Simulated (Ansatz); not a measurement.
**BH₄O (doublet): from Hartree-Fock to the top rungs at distance O1–H3 along a hydrogen transfer = 1.089 Å, cc-pVDZ**

How much of the correlation energy of BH₄O (doublet) does each wave-function method recover here?

Computed with Ansatz 0.2.0, Gaussian basis. Level: cc-pVDZ, correlated electrons: outside noble gas.

To be run: UHF; CCSD(T) on ROHF; CCSD(T) on UHF; BCCD(T) on ROHF; CISD; CCSDT(Q) on ROHF; CCSDT(Q) on UHF; CASSCF and MRCISD+Q, 3 electrons in 3 orbitals; CASSCF and NEVPT2, 3 electrons in 3 orbitals.

### 1 What is computed

The geometry derives from fragments relaxed apart (PBE0/def2-TZVP) and kept rigid, so it is no stationary point. A hydrogen atom is moved between rigid fragments.

6 atoms, charge 0, spin multiplicity 2.

Atoms are counted from 1 here; the program's logs count them from 0.

Bond lengths: O1–H2 0.960 Å, O1–H3 1.089 Å, H3–B4 1.342 Å, B4–H5 1.191 Å, B4–H6 1.191 Å. Angles: H2–O1–H3 105.1°, O1–H3–B4 180.0°, H3–B4–H5 115.3°, H3–B4–H6 115.3°, H5–B4–H6 129.4°.

In the tables R marks a restricted open-shell determinant and U an unrestricted one; 'pair' is the active space of 3 electrons in 3 orbitals; correlation energies count from the lowest restricted Hartree-Fock solution.

### 2 UHF

The input, in.yaml:

```yaml
crystal:
  periodic: [false, false, false]
  atoms:
    - {symbol: O, position_ang: [-1.071739, -0.030281, 0.000000]}
    - {symbol: H, position_ang: [-1.321048, 0.896295, 0.000000]}
    - {symbol: H, position_ang: [0.017261, -0.030281, 0.000000]}
    - {symbol: B, position_ang: [1.359261, -0.030281, 0.000000]}
    - {symbol: H, position_ang: [1.868335, -0.030281, 1.077008]}
    - {symbol: H, position_ang: [1.868334, -0.030281, -1.077009]}
basis:
  gaussian: {orbitals: cc-pVDZ}
magnetization: {spin_polarized: true, initial_magnetization: 1}
hamiltonian: {xc: hf}
output: {orbitals: {seedname: orbitals}}
```

On the command line:

```bash
ansatz run in.yaml --threads 1 --pin off --events-out ev --progress --plain --max-ram 2393MiB
```

The runs that follow: CCSD(T) on ROHF; CCSD(T) on UHF; BCCD(T) on ROHF; CISD; CCSDT(Q) on ROHF; CCSDT(Q) on UHF; CASSCF and MRCISD+Q, 3 electrons in 3 orbitals; CASSCF and NEVPT2, 3 electrons in 3 orbitals.

Before running them: what should the planned runs give, taken together? Wanted: correlation energy, UCCSDT(Q); RMP2 from UCCSDT(Q); UMP2 from UCCSDT(Q); RCCSD from UCCSDT(Q); RCCSD(T) from UCCSDT(Q); UCCSD(T) from UCCSDT(Q); RCCSDT(Q) from UCCSDT(Q); NEVPT2 pair from UCCSDT(Q); MRCISD+Q pair from UCCSDT(Q).

As calculated:

```
                         quantity                                                   value
    correlation energy, UCCSDT(Q)                                              -8.9067 eV
              RMP2 from UCCSDT(Q)                                              +930.6 meV
              UMP2 from UCCSDT(Q)                                             +1028.2 meV
             RCCSD from UCCSDT(Q)                                              +210.0 meV
          RCCSD(T) from UCCSDT(Q)                                               +36.9 meV
          UCCSD(T) from UCCSDT(Q)                                               +37.6 meV
         RCCSDT(Q) from UCCSDT(Q)                                                +0.7 meV
       NEVPT2 pair from UCCSDT(Q)                                             +1014.9 meV
     MRCISD+Q pair from UCCSDT(Q)                                              +108.4 meV
levels within 1 kcal/mol (43 meV)  RCCSD(T), UCCSD(T), BCCD(T), RCCSDT, UCCSDT, RCCSDT(Q)
                    T1 diagnostic                                                   0.018
```

What this shows: RCCSD(T) lands +36.9 meV from the yardstick (0.4 % of the correlation energy). Of the multireference levels listed MRCISD+Q pair comes nearest (+108.4 meV). These misses are within one basis and frozen core, not against nature; frozen cores of the runs differ by up to some meV.
